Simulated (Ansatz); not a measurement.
# BHO (singlet): the correlation ladder at scale of all distances = 2.358, 6-31G

How much of the correlation energy of BHO (singlet) does each wave-function method recover here?

Method: 6-31G, core rule «outside noble gas», up to 2 orbitals frozen; program: Ansatz 0.2.0, Gaussian basis.

Plan: UHF; CCSD(T) on RHF; CCSD(T) on UHF; BCCD(T) on RHF; CISD; CCSDT(Q) on RHF; CISDTQ; CASSCF and MRCISD+Q, 2 electrons in 2 orbitals; CASSCF and NEVPT2, 2 electrons in 2 orbitals; CASSCF and MRCISD+Q, 10 electrons in 9 orbitals; CASSCF and MRCISD+Q(relaxed), 10 electrons in 9 orbitals; CASSCF and NEVPT2, 10 electrons in 9 orbitals; Full CI; Full CI in the symmetry of the determinant.

20 further runs of the same task are left out: 2 for a mislabelled method, 4 for a known fault of the program, 10 that didn't finish, 4 set aside as unsound or not needed.

**1. The geometry**

The geometry derives from a PBE0/def2-TZVP stationary point (not a proven minimum). All distances are scaled together.

3 atoms, charge 0, spin multiplicity 1.

Atoms are counted from 1 here; the program's logs count them from 0.

No contacts short enough for the rule that draws bonds.

**2. UHF**

Contents of in.yaml:

```yaml
crystal:
  periodic: [false, false, false]
  atoms:
    - {symbol: B, position_ang: [0.000000, 0.000000, 0.019850]}
    - {symbol: O, position_ang: [0.000000, 0.000000, -2.804942]}
    - {symbol: H, position_ang: [0.000000, 0.000000, 2.785093]}
basis:
  gaussian: {orbitals: 6-31G}
magnetization: {spin_polarized: true, initial_magnetization: 0}
hamiltonian: {xc: hf}
output: {orbitals: {seedname: orbitals}}
```

The run is started by

```console
ansatz run in.yaml --threads 1 --pin off --events-out ev --progress --plain --max-ram 2393MiB
```

The runs that follow: CCSD(T) on RHF; CCSD(T) on UHF; BCCD(T) on RHF; CISD; CCSDT(Q) on RHF; CISDTQ; CASSCF and MRCISD+Q, 2 electrons in 2 orbitals; CASSCF and NEVPT2, 2 electrons in 2 orbitals; CASSCF and MRCISD+Q, 10 electrons in 9 orbitals; CASSCF and MRCISD+Q(relaxed), 10 electrons in 9 orbitals; CASSCF and NEVPT2, 10 electrons in 9 orbitals; Full CI; Full CI in the symmetry of the determinant.

Q: Predict the results of all the runs planned. Wanted: FCI below the RHF energy; UMP2 from FCI; UCCSD(T) from FCI; NEVPT2 valence from FCI; MRCISD+Q valence from FCI; MRCISD+Q(relaxed) valence from FCI; T1 diagnostic; effectively unpaired electrons.

**Answer**, as computed:

| quantity | value |
| --- | --- |
| FCI below the RHF energy | -8.1371 eV |
| UMP2 from FCI | +1207.3 meV |
| UCCSD(T) from FCI | +52.7 meV |
| NEVPT2 valence from FCI | +619.5 meV |
| MRCISD+Q valence from FCI | +39.4 meV |
| MRCISD+Q(relaxed) valence from FCI | +4.6 meV |
| levels within 1 kcal/mol (43 meV) | MRCISD+Q valence, MRCISD+Q(relaxed) valence |
| T1 diagnostic | 0.071 |
| effectively unpaired electrons | 3.07 |

UCCSD(T) lands +52.7 meV from the yardstick (0.6 % of the correlation energy). The occupations show strong static correlation (3.1 unpaired electrons where one determinant has 0). Coupled cluster on one determinant still stays close here. Of the multireference levels listed MRCISD+Q(relaxed) valence comes nearest in total energy (+4.6 meV), which doesn't show that its space is the better one. The lowest state has another symmetry than the determinant, whose own symmetry lies 0.32 eV higher, so single-reference misses include that gap. Coupled cluster took another determinant than the lowest Hartree-Fock one. These misses are within one basis, not against nature.
